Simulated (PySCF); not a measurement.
water cation (H2O), SMILES O (connectivity only; charge and spin as stated), charge +1, multiplicity 2.

Geometry optimised at B3LYP-D3(BJ)/def2-TZVPD. The spin state was assumed, not searched.

Level of theory: B3LYP-D3(BJ)/def2-TZVPD in PySCF 2.14.0.

No scaling factor is applied to the harmonic values.

```tsv
mode	ν (cm⁻¹)	IR (km/mol)	moving atoms (share of kinetic energy)
1	1439	171.0	H 92 %
2	3310	114.8	H 96 %
3	3354	458.1	H 92 %
```
